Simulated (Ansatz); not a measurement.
# AlP2H (singlet): B2PLYP, RKS PBE0, RPA-PBE over vertical spin and charge gaps and displaced geometries, cc-pVDZ, part 2 of 2

Ansatz 0.2.0, Gaussian basis; cc-pVDZ, all electrons in the functionals, frozen cores in the correlation of double hybrids and RPA.

**9. RKS PBE0, displaced geometry v2**

in.yaml reads:

```yaml
crystal:
  periodic: [false, false, false]
  atoms:
    - {symbol: Al, position_ang: [0.087233, 0.006288, 1.342018]}
    - {symbol: P, position_ang: [-0.077641, 1.062100, -0.628154]}
    - {symbol: P, position_ang: [-0.001020, -1.065200, -0.636334]}
    - {symbol: H, position_ang: [0.082088, -0.073032, 2.932976]}
basis:
  gaussian: {orbitals: cc-pVDZ}
hamiltonian: {xc: {name: PBE0}}
```

Command:

```bash
> ansatz run in.yaml --threads 1 --pin off --events-out ev --progress --plain --max-ram 2393MiB
```

The log of the run:

```text
Functional definition: PBE0
  name "PBE0"
  cite "Adamo & Barone, J. Chem. Phys. 110, 6158 (1999) doi:10.1063/1.478522"
  cite "Perdew, Burke & Ernzerhof, Phys. Rev. Lett. 77, 3865 (1996) doi:10.1103/PhysRevLett.77.3865"
  parent pbe
  parameter a = 0.25
  parameter kappa = 0.804
  parameter beta = 0.06672455060314922
  exchange = (1 - a)*pbe_x(kappa = kappa, mu = beta*pi^2/3) + a*exact_x
  correlation = pbe_c(beta = beta)
608 factors; integrals over basis functions are off by at most 1.3e-3 eV
mean field evaluation 1: about -25179.3275 eV, gradient 1.3e1 eV
mean field evaluation 2: about -25179.3203 eV, gradient 1.3e1 eV
mean field evaluation 4: about -25180.0063 eV, gradient 6.6e-1 eV
mean field evaluation 8: about -25180.1240 eV, gradient 2.9e-1 eV
mean field evaluation 16: about -25180.1244 eV, gradient 5.6e-5 eV
mean field -25180.12436111 eV, -925.3525025697 hartree, gradient 5.6e-5 eV, S^2 0.000000; 0 other end points of the search recorded, 0 dependent functions left out
reference -25180.12438748 eV, -925.3525035387 hartree; 22, 22 occupied and 37, 37 virtual orbitals, 608 factors
Total energy: -25180.12438748 eV, -925.3525035387 hartree
```

Wall time 4.3 s (1 thread of Intel Xeon at 2.50GHz, shared host).

From charge 0, singlet: -0.1 kJ/mol.

**10. RPA-PBE, charge 0, singlet**

in.yaml reads:

```yaml
crystal:
  periodic: [false, false, false]
  atoms:
    - {symbol: Al, position_ang: [0.000000, 0.000000, 1.347429]}
    - {symbol: P, position_ang: [0.000000, 1.047438, -0.634337]}
    - {symbol: P, position_ang: [0.000000, -1.047438, -0.634337]}
    - {symbol: H, position_ang: [0.000000, 0.000000, 2.916759]}
basis:
  gaussian: {orbitals: cc-pVDZ}
magnetization: {spin_polarized: true, initial_magnetization: 0}
hamiltonian: {xc: {name: PBE}}
correlation: {method: rpa, electrons: outside_noble_gas}
```

Launched as before.

The log of the run:

```text
Functional definition: PBE
  name "PBE"
  cite "Perdew, Burke & Ernzerhof, Phys. Rev. Lett. 77, 3865 (1996) doi:10.1103/PhysRevLett.77.3865"
  parent pbe
  parameter kappa = 0.804
  parameter beta = 0.06672455060314922
  exchange = pbe_x(kappa = kappa, mu = beta*pi^2/3)
  correlation = pbe_c(beta = beta)
608 factors; integrals over basis functions are off by at most 1.3e-3 eV
mean field evaluation 1: about -25176.4367 eV, gradient 1.4e1 eV
mean field evaluation 2: about -25176.4328 eV, gradient 1.4e1 eV
mean field evaluation 4: about -25177.6878 eV, gradient 5.3e0 eV
mean field evaluation 8: about -25177.9762 eV, gradient 4.0e-2 eV
mean field evaluation 16: about -25176.6126 eV, gradient 4.3e0 eV
mean field evaluation 32: about -25177.3826 eV, gradient 3.3e0 eV
mean field -25177.97623892 eV, -925.2735605351 hartree, gradient 9.4e-6 eV, S^2 0.000000; 7 other end points of the search recorded, 0 dependent functions left out
15 core orbitals not correlated: weight in the atoms' cores, before any rotation towards them, 1.000 or more for the frozen orbitals, at most 0.000 for the correlated occupied ones
reference -25141.62393508 eV, -923.9376380093 hartree; 7, 7 occupied and 37, 37 virtual orbitals, 608 factors
Total energy: -25154.93133919 eV, -924.4266760902 hartree
```

Run time: 15 s. Hardware: 1 thread of Intel Xeon at 2.50GHz, shared host.

From the report: ⟨S²⟩ of the determinant 0.000 (pure singlet: 0.00).

**11. RPA-PBE, charge 0, triplet**

Edit in.yaml of step 10 so:

```diff
@@ -9,3 +9,3 @@
   gaussian: {orbitals: cc-pVDZ}
-magnetization: {spin_polarized: true, initial_magnetization: 0}
+magnetization: {spin_polarized: true, initial_magnetization: 2}
 hamiltonian: {xc: {name: PBE}}
```

Launched as before.

The log of the run:

```text
Functional definition: PBE
  name "PBE"
  cite "Perdew, Burke & Ernzerhof, Phys. Rev. Lett. 77, 3865 (1996) doi:10.1103/PhysRevLett.77.3865"
  parent pbe
  parameter kappa = 0.804
  parameter beta = 0.06672455060314922
  exchange = pbe_x(kappa = kappa, mu = beta*pi^2/3)
  correlation = pbe_c(beta = beta)
608 factors; integrals over basis functions are off by at most 1.3e-3 eV
mean field evaluation 1: about -25175.1475 eV, gradient 1.5e1 eV
mean field evaluation 2: about -25175.1448 eV, gradient 1.5e1 eV
mean field evaluation 4: about -25176.6020 eV, gradient 6.1e0 eV
mean field evaluation 8: about -25176.9735 eV, gradient 6.4e-2 eV
mean field evaluation 16: about -25176.9735 eV, gradient 2.5e-6 eV
mean field evaluation 32: about -25174.6817 eV, gradient 3.6e-2 eV
mean field evaluation 64: about -25174.6817 eV, gradient 3.7e-2 eV
mean field -25176.97354854 eV, -925.2367123433 hartree, gradient 2.5e-6 eV, S^2 2.007996; 6 other end points of the search recorded, 0 dependent functions left out
15 core orbitals not correlated: weight in the atoms' cores, before any rotation towards them, 1.000 or more for the frozen orbitals, at most 0.000 for the correlated occupied ones
reference -25140.95479797 eV, -923.9130476742 hartree; 8, 6 occupied and 36, 38 virtual orbitals, 608 factors
Total energy: -25153.78858329 eV, -924.3846805855 hartree
```

It took 23 s on 1 thread of Intel Xeon at 2.50GHz, shared host.

From the report: ⟨S²⟩ of the determinant 2.008 (pure triplet: 2.00).

From charge 0, singlet: +110.3 kJ/mol.

**12. RPA-PBE, charge 1, doublet**

Edit in.yaml of step 11 so:

```diff
@@ -9,3 +9,4 @@
   gaussian: {orbitals: cc-pVDZ}
-magnetization: {spin_polarized: true, initial_magnetization: 2}
+total_charge: 1
+magnetization: {spin_polarized: true, initial_magnetization: 1}
 hamiltonian: {xc: {name: PBE}}
```

The command is unchanged.

The log of the run:

```text
Functional definition: PBE
  name "PBE"
  cite "Perdew, Burke & Ernzerhof, Phys. Rev. Lett. 77, 3865 (1996) doi:10.1103/PhysRevLett.77.3865"
  parent pbe
  parameter kappa = 0.804
  parameter beta = 0.06672455060314922
  exchange = pbe_x(kappa = kappa, mu = beta*pi^2/3)
  correlation = pbe_c(beta = beta)
608 factors; integrals over basis functions are off by at most 1.3e-3 eV
mean field evaluation 1: about -25167.1806 eV, gradient 1.9e1 eV
mean field evaluation 2: about -25167.1772 eV, gradient 1.9e1 eV
mean field evaluation 4: about -25170.0292 eV, gradient 3.6e0 eV
mean field evaluation 8: about -25170.1636 eV, gradient 4.6e-2 eV
mean field evaluation 16: about -25170.1636 eV, gradient 9.4e-6 eV
mean field -25170.16358282 eV, -924.9864507191 hartree, gradient 9.4e-6 eV, S^2 0.753292; 0 other end points of the search recorded, 0 dependent functions left out
15 core orbitals not correlated: weight in the atoms' cores, before any rotation towards them, 1.000 or more for the frozen orbitals, at most 0.000 for the correlated occupied ones
reference -25134.46009343 eV, -923.6743716844 hartree; 7, 6 occupied and 37, 38 virtual orbitals, 608 factors
Total energy: -25147.20086787 eV, -924.1425865092 hartree
```

Run time: 5.5 s. Hardware: 1 thread of Intel Xeon at 2.50GHz, shared host.

From the report: ⟨S²⟩ of the determinant 0.753 (pure doublet: 0.75).

From charge 0, singlet: +745.9 kJ/mol.

**13. RPA-PBE, displaced geometry v1**

in.yaml reads:

```yaml
crystal:
  periodic: [false, false, false]
  atoms:
    - {symbol: Al, position_ang: [-0.015321, -0.009087, 1.370055]}
    - {symbol: P, position_ang: [-0.016154, 1.022208, -0.622864]}
    - {symbol: P, position_ang: [0.031810, -1.013358, -0.665477]}
    - {symbol: H, position_ang: [-0.070967, -0.028734, 2.915421]}
basis:
  gaussian: {orbitals: cc-pVDZ}
magnetization: {spin_polarized: true, initial_magnetization: 0}
hamiltonian: {xc: {name: PBE}}
correlation: {method: rpa, electrons: outside_noble_gas}
```

Launched as before.

The log of the run:

```text
Functional definition: PBE
  name "PBE"
  cite "Perdew, Burke & Ernzerhof, Phys. Rev. Lett. 77, 3865 (1996) doi:10.1103/PhysRevLett.77.3865"
  parent pbe
  parameter kappa = 0.804
  parameter beta = 0.06672455060314922
  exchange = pbe_x(kappa = kappa, mu = beta*pi^2/3)
  correlation = pbe_c(beta = beta)
609 factors; integrals over basis functions are off by at most 1.2e-3 eV
mean field evaluation 1: about -25176.2101 eV, gradient 1.4e1 eV
mean field evaluation 2: about -25176.2048 eV, gradient 1.4e1 eV
mean field evaluation 4: about -25177.5261 eV, gradient 5.9e0 eV
mean field evaluation 8: about -25177.8880 eV, gradient 2.5e-1 eV
mean field evaluation 16: about -25177.8885 eV, gradient 5.2e-6 eV
mean field evaluation 32: about -25177.8814 eV, gradient 1.7e-1 eV
mean field -25177.88851671 eV, -925.2703368033 hartree, gradient 5.2e-6 eV, S^2 0.000000; 5 other end points of the search recorded, 0 dependent functions left out
15 core orbitals not correlated: weight in the atoms' cores, before any rotation towards them, 1.000 or more for the frozen orbitals, at most 0.000 for the correlated occupied ones
reference -25141.59130867 eV, -923.9364390110 hartree; 7, 7 occupied and 37, 37 virtual orbitals, 609 factors
Total energy: -25154.82598728 eV, -924.4228044792 hartree
```

Run time: 19 s. Hardware: 1 thread of Intel Xeon at 2.50GHz, shared host.

From the report: ⟨S²⟩ of the determinant 0.000 (pure singlet: 0.00).

From charge 0, singlet: +10.2 kJ/mol.

**14. RPA-PBE, displaced geometry v2**

in.yaml reads:

```yaml
crystal:
  periodic: [false, false, false]
  atoms:
    - {symbol: Al, position_ang: [0.087233, 0.006288, 1.342018]}
    - {symbol: P, position_ang: [-0.077641, 1.062100, -0.628154]}
    - {symbol: P, position_ang: [-0.001020, -1.065200, -0.636334]}
    - {symbol: H, position_ang: [0.082088, -0.073032, 2.932976]}
basis:
  gaussian: {orbitals: cc-pVDZ}
magnetization: {spin_polarized: true, initial_magnetization: 0}
hamiltonian: {xc: {name: PBE}}
correlation: {method: rpa, electrons: outside_noble_gas}
```

Same command.

The log of the run:

```text
Functional definition: PBE
  name "PBE"
  cite "Perdew, Burke & Ernzerhof, Phys. Rev. Lett. 77, 3865 (1996) doi:10.1103/PhysRevLett.77.3865"
  parent pbe
  parameter kappa = 0.804
  parameter beta = 0.06672455060314922
  exchange = pbe_x(kappa = kappa, mu = beta*pi^2/3)
  correlation = pbe_c(beta = beta)
608 factors; integrals over basis functions are off by at most 1.3e-3 eV
mean field evaluation 1: about -25176.5314 eV, gradient 1.3e1 eV
mean field evaluation 2: about -25176.5283 eV, gradient 1.3e1 eV
mean field evaluation 4: about -25177.7275 eV, gradient 5.1e0 eV
mean field evaluation 8: about -25177.9994 eV, gradient 3.9e-2 eV
mean field evaluation 16: about -25177.9990 eV, gradient 5.2e-6 eV
mean field evaluation 32: about -25177.9912 eV, gradient 1.7e-1 eV
mean field -25177.99896744 eV, -925.2743957928 hartree, gradient 5.2e-6 eV, S^2 0.000000; 4 other end points of the search recorded, 0 dependent functions left out
15 core orbitals not correlated: weight in the atoms' cores, before any rotation towards them, 1.000 or more for the frozen orbitals, at most 0.000 for the correlated occupied ones
reference -25141.59383285 eV, -923.9365317730 hartree; 7, 7 occupied and 37, 37 virtual orbitals, 608 factors
Total energy: -25154.96657471 eV, -924.4279709720 hartree
```

It took 13 s on 1 thread of Intel Xeon at 2.50GHz, shared host.

From the report: ⟨S²⟩ of the determinant 0.000 (pure singlet: 0.00).

From charge 0, singlet: -3.4 kJ/mol.

**15. The comparison**

No level is safe as a reference over these points; UCCSD(T) serves as a yardstick only. It comes from earlier runs at the same points. Energies in kJ/mol, counted from charge 0, singlet; blanks weren't run or aren't comparable.

| level | singlet to triplet | ionisation to the doublet cation | displacement v1 | displacement v2 |
| --- | --- | --- | --- | --- |
| UCCSD(T) | 109.2 | 733.2 | 9.2 | -2.4 |
| B2PLYP | 103.7 | 743.0 | 8.0 | -1.3 |
| RKS PBE0 |  |  | 6.4 | -0.1 |
| RPA-PBE | 110.3 | 745.9 | 10.2 | -3.4 |

Largest miss and mean time a point (UCCSD(T) took 50 s a point; shared hosts):

| level | largest miss (kJ/mol) | where | time a point |
| --- | --- | --- | --- |
| B2PLYP | +9.8 | ionisation to the doublet cation | 12 s |
| RKS PBE0 | -2.8 | displacement v1 | 4.9 s |
| RPA-PBE | +12.7 | ionisation to the doublet cation | 15 s |

**16. Summary of results**

The summary covers parts 1 to 2.

```
                                  quantity                                            value
              singlet to triplet, UCCSD(T)                                     109.2 kJ/mol
ionisation to the doublet cation, UCCSD(T)                                     733.2 kJ/mol
                 displacement v1, UCCSD(T)                                       9.2 kJ/mol
                 displacement v2, UCCSD(T)                                      -2.4 kJ/mol
                      largest miss, B2PLYP   +9.8 kJ/mol (ionisation to the doublet cation)
                    largest miss, RKS PBE0                    -2.8 kJ/mol (displacement v1)
                     largest miss, RPA-PBE  +12.7 kJ/mol (ionisation to the doublet cation)
```

**Reading.** Misses are known at 4 of 4 points at best, and only functionals with that many are ranked. Of the functionals, B2PLYP keep the smallest largest miss at the points compared (at most 9.8 kJ/mol) and RPA-PBE strays most (12.7 kJ/mol, at ionisation to the doublet cation). Functionals and the yardstick converge differently with the basis, so part of each miss in cc-pVDZ is the basis. The yardstick itself may be off where one determinant is a poor start.
